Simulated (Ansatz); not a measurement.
Take a crystal in which Cl has been replaced by F on all its sites, with the cell rescaled by a rough guess (in some cases also distorted within its space group) and nothing relaxed:

```yaml
crystal:
  lattice:
    - [0.00000, 2.18357, 2.33050]
    - [2.05296, 0.00000, 2.33050]
    - [2.05296, 2.18357, 0.00000]
  atoms:
    - { symbol: H, position: [0.00000, 0.00000, 0.00000] }
    - { symbol: F, position: [0.50000, 0.50000, 0.50000] }
```

Method: DFT PBEsol, scalar-relativistic, plane waves, PAW (Ansatz).

Cutoff 420 eV; k points 14×14×14 on the computed 2-atom cell (Γ-centred); Gaussian smearing, width 0.02 eV; no spin polarisation.

Will this cell want to expand or contract, and how hard?

The pressure is -24.0 GPa (positive in compression), so the cell would contract.

Is it a metal on this mesh?

No: the gap is 0.56 eV, the least direct gap 0.56 eV.

What is its energy against the elements in their standard states?

+0.224 eV/atom at this unrelaxed geometry, with the elements in the same functional.